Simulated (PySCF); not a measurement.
# Functional benchmark on one molecule

Molecule: Methyl cyclopropyl ketone (SMILES C1C(C(C)=O)C1).

Bonds (- single, = double, # triple, : aromatic): C1-C2 1.506 Å, C2=O3 1.211 Å, C2-C4 1.493 Å, C4-C5 1.511 Å, C5-C6 1.482 Å, C6-C4 1.514 Å. C1 carries H7, H8, H9; C4 carries H10; C5 carries H11, H12; C6 carries H13, H14. H11, H13 are cis to C2 on the ring; H12, H14 are trans to C2 on the ring.

Geometry PBE0-D3(BJ)/def2-SVP throughout; GIAO in PySCF 2.14, gas phase, one conformer, non-relativistic; equivalent atoms averaged; basis pcSseg-1.

Reference values (measured; solution, not stated per compound (mostly CDCl3 or CCl4); Pretsch, Buehlmann, Badertscher, Structure Determination of Organic Compounds, 4th ed. (2009)): δ(C4) = 20.1 ppm, δ(C5/C6) = 9.6 ppm, δ(H10) = 1.83 ppm. Computed shifts are taken against TMS, calculated as an isolated molecule at each level.

How do the functionals HF, LDA, PBE, BLYP, BP86, OPBE, KT2, KT3, B97-D, B3LYP, PBE0, mPW1PW91, WP04, B97-2, BHandHLYP, CAM-B3LYP, wB97X-D, LC-wPBE perform against the reference? Times are CPU seconds on shared hosts with different chips, so compare them loosely; the GGAs took longer than the global hybrids here, which isn't the general rule, and the cause wasn't traced.

## Answers


```
functional                    kind    C4  C5/C6   H10  mean abs. error C  abs. error H  core-s
        HF            Hartree–Fock  13.5    8.0  1.14                4.1          0.69     5.5
       LDA                     LDA  24.0   16.1  1.75                5.2          0.08      16
       PBE                     GGA  22.1   15.7  1.63                4.0          0.20      22
      BLYP                     GGA  21.8   15.6  1.57                3.8          0.26      23
      BP86                     GGA  22.5   15.9  1.61                4.3          0.22      21
      OPBE                     GGA  21.4   15.7  1.66                3.7          0.17      21
       KT2                     GGA  19.7   14.1  1.47                2.5          0.36      19
       KT3                     GGA  19.4   14.4  1.49                2.8          0.34      19
     B97-D                     GGA  21.1   15.2  1.56                3.3          0.27      24
     B3LYP           global hybrid  20.8   13.9  1.49                2.5          0.34      17
      PBE0           global hybrid  20.8   13.7  1.53                2.4          0.30       9
  mPW1PW91           global hybrid  20.8   13.9  1.52                2.5          0.31      12
      WP04           global hybrid  23.0   16.3  1.48                4.8          0.35      12
     B97-2           global hybrid  20.2   13.8  1.49                2.1          0.34      12
 BHandHLYP           global hybrid  18.2   11.6  1.36                2.0          0.47      12
 CAM-B3LYP  range-separated hybrid  20.2   12.7  1.47                1.6          0.36      16
   wB97X-D  range-separated hybrid  20.7   13.5  1.47                2.2          0.36      16
   LC-wPBE  range-separated hybrid  20.7   12.7  1.52                1.8          0.31      22
```

For 13C the closest is CAM-B3LYP (1.6 ppm, with LC-wPBE practically level) and the furthest LDA (5.2 ppm).

For 1H the closest is LDA (0.08 ppm) and the furthest HF (0.69 ppm). One molecule is a small sample, and vibrational and solvent effects are absent from the calculation.
